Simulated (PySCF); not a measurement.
Basis and Hamiltonian dependence of the ionisation energy of N

N [He] 2s2 2p3 (4S) → N+ [He] 2s2 2p2 (3P). All values are computed (PySCF 2.14, energy differences of UHF-based or UKS calculations, no spin-orbit coupling). Values in eV.

```json
{"basis": "x2c-SVPall", "Hamiltonian": "spin-free X2C", "functions": "14", "UHF": "14.030", "PBE": "n/a", "PBE0": "n/a", "MP2 (valence)": "14.448", "CCSD(T) (valence)": "14.269", "CCSD(T) (valence and next inner shell)": "n/a"}
{"basis": "cc-pVDZ", "Hamiltonian": "non-relativistic", "functions": "14", "UHF": "13.895", "PBE": "n/a", "PBE0": "14.642", "MP2 (valence)": "14.354", "CCSD(T) (valence)": "14.191", "CCSD(T) (valence and next inner shell)": "n/a"}
{"basis": "aug-cc-pVDZ-DK", "Hamiltonian": "spin-free X2C", "functions": "23", "UHF": "13.922", "PBE": "14.750", "PBE0": "14.726", "MP2 (valence)": "14.471", "CCSD(T) (valence)": "14.350", "CCSD(T) (valence and next inner shell)": "n/a"}
{"basis": "cc-pVTZ", "Hamiltonian": "non-relativistic", "functions": "30", "UHF": "13.892", "PBE": "n/a", "PBE0": "n/a", "MP2 (valence)": "14.556", "CCSD(T) (valence)": "14.433", "CCSD(T) (valence and next inner shell)": "n/a"}
{"basis": "x2c-TZVPall", "Hamiltonian": "spin-free X2C", "functions": "31", "UHF": "13.891", "PBE": "n/a", "PBE0": "n/a", "MP2 (valence)": "14.557", "CCSD(T) (valence)": "14.436", "CCSD(T) (valence and next inner shell)": "n/a"}
{"basis": "def2-TZVP", "Hamiltonian": "non-relativistic", "functions": "31", "UHF": "13.898", "PBE": "14.716", "PBE0": "14.695", "MP2 (valence)": "14.564", "CCSD(T) (valence)": "14.442", "CCSD(T) (valence and next inner shell)": "n/a"}
{"basis": "aug-cc-pVTZ", "Hamiltonian": "non-relativistic", "functions": "46", "UHF": "13.897", "PBE": "14.734", "PBE0": "14.706", "MP2 (valence)": "14.590", "CCSD(T) (valence)": "n/a", "CCSD(T) (valence and next inner shell)": "n/a"}
{"basis": "aug-cc-pwCVTZ", "Hamiltonian": "non-relativistic", "functions": "59", "UHF": "13.894", "PBE": "14.732", "PBE0": "14.703", "MP2 (valence)": "14.590", "CCSD(T) (valence)": "14.474", "CCSD(T) (valence and next inner shell)": "14.500"}
{"basis": "aug-cc-pVTZ with one added diffuse shell each of s, p, d, f type", "Hamiltonian": "non-relativistic", "functions": "62", "UHF": "13.896", "PBE": "14.733", "PBE0": "14.704", "MP2 (valence)": "14.589", "CCSD(T) (valence)": "14.473", "CCSD(T) (valence and next inner shell)": "n/a"}
{"basis": "def2-QZVPPD", "Hamiltonian": "non-relativistic", "functions": "63", "UHF": "13.895", "PBE": "14.726", "PBE0": "14.699", "MP2 (valence)": "14.611", "CCSD(T) (valence)": "14.493", "CCSD(T) (valence and next inner shell)": "14.515"}
{"basis": "dyall-av3z", "Hamiltonian": "non-relativistic", "functions": "71", "UHF": "13.897", "PBE": "14.733", "PBE0": "14.704", "MP2 (valence)": "14.586", "CCSD(T) (valence)": "14.472", "CCSD(T) (valence and next inner shell)": "n/a"}
{"basis": "dyall-acv3z", "Hamiltonian": "spin-free X2C", "functions": "76", "UHF": "13.889", "PBE": "14.727", "PBE0": "14.697", "MP2 (valence)": "14.580", "CCSD(T) (valence)": "14.466", "CCSD(T) (valence and next inner shell)": "14.483"}
{"basis": "cc-pV5Z", "Hamiltonian": "non-relativistic", "functions": "91", "UHF": "13.894", "PBE": "14.727", "PBE0": "14.700", "MP2 (valence)": "14.626", "CCSD(T) (valence)": "n/a", "CCSD(T) (valence and next inner shell)": "n/a"}
{"basis": "aug-cc-pwCVQZ", "Hamiltonian": "non-relativistic", "functions": "109", "UHF": "13.893", "PBE": "14.731", "PBE0": "14.702", "MP2 (valence)": "14.620", "CCSD(T) (valence)": "n/a", "CCSD(T) (valence and next inner shell)": "n/a"}
```

Extrapolation of MP2 (valence) from aug-cc-pwCVTZ and aug-cc-pwCVQZ: the correlation parts are 0.696 and 0.727 eV; with the X⁻³ form and unrounded values, (4³ × 0.727 − 3³ × 0.696)/(4³ − 3³) = 0.750 eV, and adding the Hartree-Fock value 13.893 eV of the larger basis gives 14.643 eV.

Frozen in the all-electron rows: valence: 1s2; valence and next inner shell: nothing.

Reference for a calculation without spin-orbit coupling: 14.545 eV (measured, between term centres; NIST).
